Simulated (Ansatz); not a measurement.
# Al2H (doublet): wB97M-V, B2PLYP over a scan of the distance Al1–H3, 6-31G, part 1 of 2

How well do these functionals follow the top wave-function level for Al2H (doublet) over a scan of the distance Al1–H3?

Computed with Ansatz 0.2.0, Gaussian basis. Level: 6-31G, all electrons in the functionals, frozen cores in the correlation of double hybrids and RPA.

Plan: wB97M-V, B2PLYP, at 1.311 Å; 1.478 Å; 1.619 Å; 1.737 Å; 1.995 Å; 2.271 Å; 2.548 Å; 2.950 Å; 3.588 Å; 4.328 Å; 5.455 Å.

22 further runs of the same task are left out: 17 that didn't finish, 5 set aside as unsound or not needed.

## 1. The geometry

The geometry derives from a PBE0/def2-TZVP stationary point (not a proven minimum). One bond is set to the value named and the two fragments are kept rigid.

3 atoms, charge 0, spin multiplicity 2.

Atoms are counted from 1 here; the program's logs count them from 0.

Bond lengths: Al1–Al2 2.677 Å, Al1–H3 1.619 Å. Angles: Al2–Al1–H3 180.0°.

No dispersion term is added; wB97M-V holds VV10 nonlocal correlation.

The geometry shown and the zero of energy belong to the point 1.619 Å. The yardstick, FCI, and other wave-function levels (R restricted, U unrestricted, valence and pair active spaces) come from earlier runs.

## 2. wB97M-V, 1.311 Å

in.yaml reads:

```yaml
crystal:
  periodic: [false, false, false]
  atoms:
    - {symbol: Al, position_ang: [0.000000, 0.000000, 0.455313]}
    - {symbol: Al, position_ang: [0.000000, 0.000000, -2.221625]}
    - {symbol: H, position_ang: [0.000000, 0.000000, 1.766313]}
basis:
  gaussian: {orbitals: 6-31G}
magnetization: {spin_polarized: true, initial_magnetization: 1}
hamiltonian: {xc: {name: wB97M-V}}
output: {forces: true, orbitals: {seedname: orbitals}}
```

Command:

```console
> ansatz run in.yaml --threads 1 --pin off --events-out ev --progress --plain --max-ram 2393MiB
```

The program printed (excerpt; [...] marks lines left out):

```text
Functional definition: wB97M-V
  name "wB97M-V"
  cite "Mardirossian & Head-Gordon, J. Chem. Phys. 144, 214110 (2016) doi:10.1063/1.4952647"
  cite "Becke, J. Chem. Phys. 107, 8554 (1997) doi:10.1063/1.475007"
  cite "Vydrov & Van Voorhis, J. Chem. Phys. 133, 244103 (2010) doi:10.1063/1.3521275"
  # Of w^i u^j: cxij and so on, Table III.
[...]
  gx(w, u) = 1 - cx + cx01*u + cx10*w
  gss(w, u) = css00 + css04*u^4 + css10*w + css20*w^2 + css43*w^4*u^3
  gos(w, u) = cos00 + cos10*w + (cos20 + cos21*u)*w^2 + (cos60 + cos61*u)*w^6
[...]
      + integral(e_c_pw_mod_opposite_spin*gos(b97_w_opposite, b97_u_opposite)) + vv10(b, c)
308 factors; integrals over basis functions are off by at most 1.5e-4 eV
151 factors; integrals over basis functions are off by at most 6.2e-6 eV
[...]
mean field -13204.59369379 eV, -485.2598678516 hartree, gradient 2.6e-5 eV, S^2 0.750567; 1 other end points of the search recorded, 0 dependent functions left out
[...]
reference -13204.59373299 eV, -485.2598692924 hartree; 14, 13 occupied and 14, 15 virtual orbitals, 308 factors
Total energy: -13204.59373299 eV, -485.2598692924 hartree
Atom 0 at     0.000000     0.000000     0.455313 Å, force     0.000000    -0.000000    -6.970646 eV/Å
Atom 1 at     0.000000     0.000000    -2.221625 Å, force     0.000000     0.000000    -0.127336 eV/Å
Atom 2 at     0.000000     0.000000     1.766313 Å, force    -0.000000     0.000000     7.097982 eV/Å
Dipole moment:     0.000000    -0.000000     0.117817 e Å
```

It took 8 s on 1 thread of Arm Neoverse V1, shared host.

From the report: ⟨S²⟩ of the determinant 0.751 (pure doublet: 0.75).

## 3. wB97M-V, 1.478 Å

in.yaml reads:

```yaml
crystal:
  periodic: [false, false, false]
  atoms:
    - {symbol: Al, position_ang: [0.000000, 0.000000, 0.399646]}
    - {symbol: Al, position_ang: [0.000000, 0.000000, -2.277292]}
    - {symbol: H, position_ang: [0.000000, 0.000000, 1.877646]}
basis:
  gaussian: {orbitals: 6-31G}
magnetization: {spin_polarized: true, initial_magnetization: 1}
hamiltonian: {xc: {name: wB97M-V}}
output: {orbitals: {seedname: orbitals}}
```

Launched as before.

The program printed (excerpt; [...] marks lines left out):

```text
Functional definition: wB97M-V
  name "wB97M-V"
  cite "Mardirossian & Head-Gordon, J. Chem. Phys. 144, 214110 (2016) doi:10.1063/1.4952647"
  cite "Becke, J. Chem. Phys. 107, 8554 (1997) doi:10.1063/1.475007"
  cite "Vydrov & Van Voorhis, J. Chem. Phys. 133, 244103 (2010) doi:10.1063/1.3521275"
  # Of w^i u^j: cxij and so on, Table III.
[...]
  gx(w, u) = 1 - cx + cx01*u + cx10*w
  gss(w, u) = css00 + css04*u^4 + css10*w + css20*w^2 + css43*w^4*u^3
  gos(w, u) = cos00 + cos10*w + (cos20 + cos21*u)*w^2 + (cos60 + cos61*u)*w^6
[...]
      + integral(e_c_pw_mod_opposite_spin*gos(b97_w_opposite, b97_u_opposite)) + vv10(b, c)
308 factors; integrals over basis functions are off by at most 1.3e-4 eV
151 factors; integrals over basis functions are off by at most 6.4e-6 eV
[...]
mean field -13205.34423386 eV, -485.2874496907 hartree, gradient 3.9e-5 eV, S^2 0.750466; 1 other end points of the search recorded, 0 dependent functions left out
reference -13205.34427349 eV, -485.2874511470 hartree; 14, 13 occupied and 14, 15 virtual orbitals, 308 factors
Total energy: -13205.34427349 eV, -485.2874511470 hartree
```

Run time: 6.5 s. Hardware: 1 thread of Arm Neoverse V1, shared host.

From the report: ⟨S²⟩ of the determinant 0.750 (pure doublet: 0.75).

## 4. wB97M-V, 1.619 Å

in.yaml reads:

```yaml
crystal:
  periodic: [false, false, false]
  atoms:
    - {symbol: Al, position_ang: [0.000000, 0.000000, 0.352569]}
    - {symbol: Al, position_ang: [0.000000, 0.000000, -2.324369]}
    - {symbol: H, position_ang: [0.000000, 0.000000, 1.971799]}
basis:
  gaussian: {orbitals: 6-31G}
magnetization: {spin_polarized: true, initial_magnetization: 1}
hamiltonian: {xc: {name: wB97M-V}}
output: {forces: true, orbitals: {seedname: orbitals}}
```

Same command.

The program printed (excerpt; [...] marks lines left out):

```text
Functional definition: wB97M-V
  name "wB97M-V"
  cite "Mardirossian & Head-Gordon, J. Chem. Phys. 144, 214110 (2016) doi:10.1063/1.4952647"
  cite "Becke, J. Chem. Phys. 107, 8554 (1997) doi:10.1063/1.475007"
  cite "Vydrov & Van Voorhis, J. Chem. Phys. 133, 244103 (2010) doi:10.1063/1.3521275"
  # Of w^i u^j: cxij and so on, Table III.
[...]
  gx(w, u) = 1 - cx + cx01*u + cx10*w
  gss(w, u) = css00 + css04*u^4 + css10*w + css20*w^2 + css43*w^4*u^3
  gos(w, u) = cos00 + cos10*w + (cos20 + cos21*u)*w^2 + (cos60 + cos61*u)*w^6
[...]
      + integral(e_c_pw_mod_opposite_spin*gos(b97_w_opposite, b97_u_opposite)) + vv10(b, c)
308 factors; integrals over basis functions are off by at most 1.4e-4 eV
151 factors; integrals over basis functions are off by at most 6.3e-6 eV
[...]
mean field -13205.51040833 eV, -485.2935564898 hartree, gradient 4.6e-5 eV, S^2 0.750422; 1 other end points of the search recorded, 0 dependent functions left out
[...]
reference -13205.51044813 eV, -485.2935579521 hartree; 14, 13 occupied and 14, 15 virtual orbitals, 308 factors
Total energy: -13205.51044813 eV, -485.2935579521 hartree
Atom 0 at     0.000000     0.000000     0.352569 Å, force     0.000000     0.000000     0.053751 eV/Å
Atom 1 at     0.000000     0.000000    -2.324369 Å, force    -0.000000    -0.000000    -0.225028 eV/Å
Atom 2 at     0.000000     0.000000     1.971799 Å, force    -0.000000    -0.000000     0.171277 eV/Å
Dipole moment:    -0.000000     0.000000    -0.059885 e Å
```

It took 7.5 s on 1 thread of Arm Neoverse V1, shared host.

From the report: ⟨S²⟩ of the determinant 0.750 (pure doublet: 0.75).

## 5. wB97M-V, 1.737 Å

in.yaml reads:

```yaml
crystal:
  periodic: [false, false, false]
  atoms:
    - {symbol: Al, position_ang: [0.000000, 0.000000, 0.313313]}
    - {symbol: Al, position_ang: [0.000000, 0.000000, -2.363625]}
    - {symbol: H, position_ang: [0.000000, 0.000000, 2.050313]}
basis:
  gaussian: {orbitals: 6-31G}
magnetization: {spin_polarized: true, initial_magnetization: 1}
hamiltonian: {xc: {name: wB97M-V}}
output: {orbitals: {seedname: orbitals}}
```

Launched as before.

The program printed (excerpt; [...] marks lines left out):

```text
Functional definition: wB97M-V
  name "wB97M-V"
  cite "Mardirossian & Head-Gordon, J. Chem. Phys. 144, 214110 (2016) doi:10.1063/1.4952647"
  cite "Becke, J. Chem. Phys. 107, 8554 (1997) doi:10.1063/1.475007"
  cite "Vydrov & Van Voorhis, J. Chem. Phys. 133, 244103 (2010) doi:10.1063/1.3521275"
  # Of w^i u^j: cxij and so on, Table III.
[...]
  gx(w, u) = 1 - cx + cx01*u + cx10*w
  gss(w, u) = css00 + css04*u^4 + css10*w + css20*w^2 + css43*w^4*u^3
  gos(w, u) = cos00 + cos10*w + (cos20 + cos21*u)*w^2 + (cos60 + cos61*u)*w^6
[...]
      + integral(e_c_pw_mod_opposite_spin*gos(b97_w_opposite, b97_u_opposite)) + vv10(b, c)
308 factors; integrals over basis functions are off by at most 1.4e-4 eV
151 factors; integrals over basis functions are off by at most 6.2e-6 eV
[...]
mean field -13205.46055675 eV, -485.2917244779 hartree, gradient 3.9e-5 eV, S^2 0.750435; 1 other end points of the search recorded, 0 dependent functions left out
reference -13205.46059659 eV, -485.2917259419 hartree; 14, 13 occupied and 14, 15 virtual orbitals, 308 factors
Total energy: -13205.46059659 eV, -485.2917259419 hartree
```

It took 7 s on 1 thread of Arm Neoverse V1, shared host.

From the report: ⟨S²⟩ of the determinant 0.750 (pure doublet: 0.75).

From 1.619 Å: +1.1 kcal/mol.

## 6. wB97M-V, 1.995 Å

in.yaml reads:

```yaml
crystal:
  periodic: [false, false, false]
  atoms:
    - {symbol: Al, position_ang: [0.000000, 0.000000, 0.227313]}
    - {symbol: Al, position_ang: [0.000000, 0.000000, -2.449625]}
    - {symbol: H, position_ang: [0.000000, 0.000000, 2.222313]}
basis:
  gaussian: {orbitals: 6-31G}
magnetization: {spin_polarized: true, initial_magnetization: 1}
hamiltonian: {xc: {name: wB97M-V}}
output: {forces: true, orbitals: {seedname: orbitals}}
```

Launched as before.

The program printed (excerpt; [...] marks lines left out):

```text
Functional definition: wB97M-V
  name "wB97M-V"
  cite "Mardirossian & Head-Gordon, J. Chem. Phys. 144, 214110 (2016) doi:10.1063/1.4952647"
  cite "Becke, J. Chem. Phys. 107, 8554 (1997) doi:10.1063/1.475007"
  cite "Vydrov & Van Voorhis, J. Chem. Phys. 133, 244103 (2010) doi:10.1063/1.3521275"
  # Of w^i u^j: cxij and so on, Table III.
[...]
  gx(w, u) = 1 - cx + cx01*u + cx10*w
  gss(w, u) = css00 + css04*u^4 + css10*w + css20*w^2 + css43*w^4*u^3
  gos(w, u) = cos00 + cos10*w + (cos20 + cos21*u)*w^2 + (cos60 + cos61*u)*w^6
[...]
      + integral(e_c_pw_mod_opposite_spin*gos(b97_w_opposite, b97_u_opposite)) + vv10(b, c)
308 factors; integrals over basis functions are off by at most 1.2e-4 eV
151 factors; integrals over basis functions are off by at most 5.4e-6 eV
[...]
mean field -13205.04984518 eV, -485.2766311062 hartree, gradient 2.3e-5 eV, S^2 0.750817; 1 other end points of the search recorded, 0 dependent functions left out
[...]
reference -13205.04988481 eV, -485.2766325625 hartree; 14, 13 occupied and 14, 15 virtual orbitals, 308 factors
Total energy: -13205.04988481 eV, -485.2766325625 hartree
Atom 0 at     0.000000     0.000000     0.227313 Å, force    -0.000000    -0.000000     2.390745 eV/Å
Atom 1 at     0.000000     0.000000    -2.449625 Å, force    -0.000000     0.000000    -0.356431 eV/Å
Atom 2 at     0.000000     0.000000     2.222313 Å, force    -0.000000     0.000000    -2.034314 eV/Å
Dipole moment:    -0.000000    -0.000000    -0.348149 e Å
```

It took 7.5 s on 1 thread of Arm Neoverse V1, shared host.

From the report: ⟨S²⟩ of the determinant 0.751 (pure doublet: 0.75).

From 1.619 Å: +10.6 kcal/mol.

## 7. wB97M-V, 2.271 Å

in.yaml reads:

```yaml
crystal:
  periodic: [false, false, false]
  atoms:
    - {symbol: Al, position_ang: [0.000000, 0.000000, 0.135313]}
    - {symbol: Al, position_ang: [0.000000, 0.000000, -2.541625]}
    - {symbol: H, position_ang: [0.000000, 0.000000, 2.406313]}
basis:
  gaussian: {orbitals: 6-31G}
magnetization: {spin_polarized: true, initial_magnetization: 1}
hamiltonian: {xc: {name: wB97M-V}}
output: {orbitals: {seedname: orbitals}}
```

Launched as before.

The program printed (excerpt; [...] marks lines left out):

```text
Functional definition: wB97M-V
  name "wB97M-V"
  cite "Mardirossian & Head-Gordon, J. Chem. Phys. 144, 214110 (2016) doi:10.1063/1.4952647"
  cite "Becke, J. Chem. Phys. 107, 8554 (1997) doi:10.1063/1.475007"
  cite "Vydrov & Van Voorhis, J. Chem. Phys. 133, 244103 (2010) doi:10.1063/1.3521275"
  # Of w^i u^j: cxij and so on, Table III.
[...]
  gx(w, u) = 1 - cx + cx01*u + cx10*w
  gss(w, u) = css00 + css04*u^4 + css10*w + css20*w^2 + css43*w^4*u^3
  gos(w, u) = cos00 + cos10*w + (cos20 + cos21*u)*w^2 + (cos60 + cos61*u)*w^6
[...]
      + integral(e_c_pw_mod_opposite_spin*gos(b97_w_opposite, b97_u_opposite)) + vv10(b, c)
308 factors; integrals over basis functions are off by at most 1.2e-4 eV
151 factors; integrals over basis functions are off by at most 4.5e-6 eV
[...]
mean field -13204.44177946 eV, -485.2542851031 hartree, gradient 2.4e-5 eV, S^2 0.753246; 5 other end points of the search recorded, 0 dependent functions left out
reference -13204.44181875 eV, -485.2542865470 hartree; 14, 13 occupied and 14, 15 virtual orbitals, 308 factors
Total energy: -13204.44181875 eV, -485.2542865470 hartree
```

It took 8.5 s on 1 thread of Arm Neoverse V1, shared host.

From the report: ⟨S²⟩ of the determinant 0.753 (pure doublet: 0.75).

From 1.619 Å: +24.6 kcal/mol.

## 8. wB97M-V, 2.548 Å

in.yaml reads:

```yaml
crystal:
  periodic: [false, false, false]
  atoms:
    - {symbol: Al, position_ang: [0.000000, 0.000000, 0.042979]}
    - {symbol: Al, position_ang: [0.000000, 0.000000, -2.633959]}
    - {symbol: H, position_ang: [0.000000, 0.000000, 2.590979]}
basis:
  gaussian: {orbitals: 6-31G}
magnetization: {spin_polarized: true, initial_magnetization: 1}
hamiltonian: {xc: {name: wB97M-V}}
output: {forces: true, orbitals: {seedname: orbitals}}
```

The command is unchanged.

The program printed (excerpt; [...] marks lines left out):

```text
Functional definition: wB97M-V
  name "wB97M-V"
  cite "Mardirossian & Head-Gordon, J. Chem. Phys. 144, 214110 (2016) doi:10.1063/1.4952647"
  cite "Becke, J. Chem. Phys. 107, 8554 (1997) doi:10.1063/1.475007"
  cite "Vydrov & Van Voorhis, J. Chem. Phys. 133, 244103 (2010) doi:10.1063/1.3521275"
  # Of w^i u^j: cxij and so on, Table III.
[...]
  gx(w, u) = 1 - cx + cx01*u + cx10*w
  gss(w, u) = css00 + css04*u^4 + css10*w + css20*w^2 + css43*w^4*u^3
  gos(w, u) = cos00 + cos10*w + (cos20 + cos21*u)*w^2 + (cos60 + cos61*u)*w^6
[...]
      + integral(e_c_pw_mod_opposite_spin*gos(b97_w_opposite, b97_u_opposite)) + vv10(b, c)
308 factors; integrals over basis functions are off by at most 1.2e-4 eV
151 factors; integrals over basis functions are off by at most 4.7e-6 eV
[...]
mean field -13203.82161434 eV, -485.2314944553 hartree, gradient 3.0e-5 eV, S^2 0.782791; 5 other end points of the search recorded, 0 dependent functions left out
[...]
reference -13203.82165355 eV, -485.2314958963 hartree; 14, 13 occupied and 14, 15 virtual orbitals, 308 factors
Total energy: -13203.82165355 eV, -485.2314958963 hartree
Atom 0 at     0.000000     0.000000     0.042979 Å, force     0.000000    -0.000000     2.635887 eV/Å
Atom 1 at     0.000000     0.000000    -2.633959 Å, force    -0.000000     0.000000    -0.490121 eV/Å
Atom 2 at     0.000000     0.000000     2.590979 Å, force    -0.000000    -0.000000    -2.145767 eV/Å
Dipole moment:    -0.000000     0.000000    -0.747563 e Å
```

It took 12 s on 1 thread of Arm Neoverse V1, shared host.

From the report: ⟨S²⟩ of the determinant 0.783 (pure doublet: 0.75).

From 1.619 Å: +38.9 kcal/mol.

## 9. wB97M-V, 2.950 Å

in.yaml reads:

```yaml
crystal:
  periodic: [false, false, false]
  atoms:
    - {symbol: Al, position_ang: [0.000000, 0.000000, -0.091021]}
    - {symbol: Al, position_ang: [0.000000, 0.000000, -2.767959]}
    - {symbol: H, position_ang: [0.000000, 0.000000, 2.858979]}
basis:
  gaussian: {orbitals: 6-31G}
magnetization: {spin_polarized: true, initial_magnetization: 1}
hamiltonian: {xc: {name: wB97M-V}}
output: {forces: true, orbitals: {seedname: orbitals}}
```

Launched as before.

The program printed (excerpt; [...] marks lines left out):

```text
Functional definition: wB97M-V
  name "wB97M-V"
  cite "Mardirossian & Head-Gordon, J. Chem. Phys. 144, 214110 (2016) doi:10.1063/1.4952647"
  cite "Becke, J. Chem. Phys. 107, 8554 (1997) doi:10.1063/1.475007"
  cite "Vydrov & Van Voorhis, J. Chem. Phys. 133, 244103 (2010) doi:10.1063/1.3521275"
  # Of w^i u^j: cxij and so on, Table III.
[...]
  gx(w, u) = 1 - cx + cx01*u + cx10*w
  gss(w, u) = css00 + css04*u^4 + css10*w + css20*w^2 + css43*w^4*u^3
  gos(w, u) = cos00 + cos10*w + (cos20 + cos21*u)*w^2 + (cos60 + cos61*u)*w^6
[...]
      + integral(e_c_pw_mod_opposite_spin*gos(b97_w_opposite, b97_u_opposite)) + vv10(b, c)
308 factors; integrals over basis functions are off by at most 1.5e-4 eV
151 factors; integrals over basis functions are off by at most 9.6e-6 eV
[...]
mean field -13203.17819802 eV, -485.2078493415 hartree, gradient 1.7e-5 eV, S^2 1.337313; 14 other end points of the search recorded, 0 dependent functions left out
[...]
reference -13203.17823633 eV, -485.2078507496 hartree; 14, 13 occupied and 14, 15 virtual orbitals, 308 factors
Total energy: -13203.17823633 eV, -485.2078507496 hartree
Atom 0 at     0.000000     0.000000    -0.091021 Å, force     0.000000     0.000000     1.457707 eV/Å
Atom 1 at     0.000000     0.000000    -2.767959 Å, force    -0.000000    -0.000000    -0.475455 eV/Å
Atom 2 at     0.000000     0.000000     2.858979 Å, force     0.000000     0.000000    -0.982252 eV/Å
Dipole moment:     0.000000     0.000000    -0.491201 e Å
```

Run time: 38 s. Hardware: 1 thread of Arm Neoverse V1, shared host.

From the report: ⟨S²⟩ of the determinant 1.337 (pure doublet: 0.75). The determinant is far from a pure spin state, so its energy mixes those of several spin states (harmless only where they are near-degenerate, as at dissociation).

From 1.619 Å: +53.8 kcal/mol.

## 10. wB97M-V, 3.588 Å

in.yaml reads:

```yaml
crystal:
  periodic: [false, false, false]
  atoms:
    - {symbol: Al, position_ang: [0.000000, 0.000000, -0.303687]}
    - {symbol: Al, position_ang: [0.000000, 0.000000, -2.980625]}
    - {symbol: H, position_ang: [0.000000, 0.000000, 3.284313]}
basis:
  gaussian: {orbitals: 6-31G}
magnetization: {spin_polarized: true, initial_magnetization: 1}
hamiltonian: {xc: {name: wB97M-V}}
output: {forces: true, orbitals: {seedname: orbitals}}
```

Launched as before.

The program printed (excerpt; [...] marks lines left out):

```text
Functional definition: wB97M-V
  name "wB97M-V"
  cite "Mardirossian & Head-Gordon, J. Chem. Phys. 144, 214110 (2016) doi:10.1063/1.4952647"
  cite "Becke, J. Chem. Phys. 107, 8554 (1997) doi:10.1063/1.475007"
  cite "Vydrov & Van Voorhis, J. Chem. Phys. 133, 244103 (2010) doi:10.1063/1.3521275"
  # Of w^i u^j: cxij and so on, Table III.
[...]
  gx(w, u) = 1 - cx + cx01*u + cx10*w
  gss(w, u) = css00 + css04*u^4 + css10*w + css20*w^2 + css43*w^4*u^3
  gos(w, u) = cos00 + cos10*w + (cos20 + cos21*u)*w^2 + (cos60 + cos61*u)*w^6
[...]
      + integral(e_c_pw_mod_opposite_spin*gos(b97_w_opposite, b97_u_opposite)) + vv10(b, c)
308 factors; integrals over basis functions are off by at most 2.7e-4 eV
151 factors; integrals over basis functions are off by at most 1.6e-5 eV
[...]
mean field -13202.86529358 eV, -485.1963503154 hartree, gradient 1.5e-5 eV, S^2 1.682390; 8 other end points of the search recorded, 0 dependent functions left out
[...]
reference -13202.86533069 eV, -485.1963516793 hartree; 14, 13 occupied and 14, 15 virtual orbitals, 308 factors
Total energy: -13202.86533069 eV, -485.1963516793 hartree
Atom 0 at     0.000000     0.000000    -0.303687 Å, force     0.000000     0.000000     0.674210 eV/Å
Atom 1 at     0.000000     0.000000    -2.980625 Å, force     0.000000     0.000000    -0.472211 eV/Å
Atom 2 at     0.000000     0.000000     3.284313 Å, force    -0.000000     0.000000    -0.201999 eV/Å
Dipole moment:     0.000000     0.000000    -0.108111 e Å
```

Run time: 45 s. Hardware: 1 thread of Arm Neoverse V1, shared host.

From the report: ⟨S²⟩ of the determinant 1.682 (pure doublet: 0.75). The determinant is far from a pure spin state, so its energy mixes those of several spin states (harmless only where they are near-degenerate, as at dissociation).

From 1.619 Å: +61.0 kcal/mol.

## 11. wB97M-V, 4.328 Å

in.yaml reads:

```yaml
crystal:
  periodic: [false, false, false]
  atoms:
    - {symbol: Al, position_ang: [0.000000, 0.000000, -0.550354]}
    - {symbol: Al, position_ang: [0.000000, 0.000000, -3.227292]}
    - {symbol: H, position_ang: [0.000000, 0.000000, 3.777646]}
basis:
  gaussian: {orbitals: 6-31G}
magnetization: {spin_polarized: true, initial_magnetization: 1}
hamiltonian: {xc: {name: wB97M-V}}
output: {forces: true, orbitals: {seedname: orbitals}}
```

Same command.

The program printed (excerpt; [...] marks lines left out):

```text
Functional definition: wB97M-V
  name "wB97M-V"
  cite "Mardirossian & Head-Gordon, J. Chem. Phys. 144, 214110 (2016) doi:10.1063/1.4952647"
  cite "Becke, J. Chem. Phys. 107, 8554 (1997) doi:10.1063/1.475007"
  cite "Vydrov & Van Voorhis, J. Chem. Phys. 133, 244103 (2010) doi:10.1063/1.3521275"
  # Of w^i u^j: cxij and so on, Table III.
[...]
  gx(w, u) = 1 - cx + cx01*u + cx10*w
  gss(w, u) = css00 + css04*u^4 + css10*w + css20*w^2 + css43*w^4*u^3
  gos(w, u) = cos00 + cos10*w + (cos20 + cos21*u)*w^2 + (cos60 + cos61*u)*w^6
[...]
      + integral(e_c_pw_mod_opposite_spin*gos(b97_w_opposite, b97_u_opposite)) + vv10(b, c)
309 factors; integrals over basis functions are off by at most 1.2e-4 eV
151 factors; integrals over basis functions are off by at most 1.4e-5 eV
[...]
mean field -13202.79967599 eV, -485.1939389137 hartree, gradient 5.1e-6 eV, S^2 1.747251; 10 other end points of the search recorded, 0 dependent functions left out
[...]
reference -13202.79971476 eV, -485.1939403384 hartree; 14, 13 occupied and 14, 15 virtual orbitals, 309 factors
Total energy: -13202.79971476 eV, -485.1939403384 hartree
Atom 0 at     0.000000     0.000000    -0.550354 Å, force    -0.000000    -0.000000     0.504282 eV/Å
Atom 1 at     0.000000     0.000000    -3.227292 Å, force    -0.000000     0.000000    -0.474052 eV/Å
Atom 2 at     0.000000     0.000000     3.777646 Å, force    -0.000000    -0.000000    -0.030230 eV/Å
Dipole moment:     0.000000     0.000000     0.009968 e Å
```

Wall time 65 s (1 thread of Arm Neoverse V1, shared host).

From the report: ⟨S²⟩ of the determinant 1.747 (pure doublet: 0.75). The determinant is far from a pure spin state, so its energy mixes those of several spin states (harmless only where they are near-degenerate, as at dissociation).

From 1.619 Å: +62.5 kcal/mol.

(Continued in part 2 of 2.)
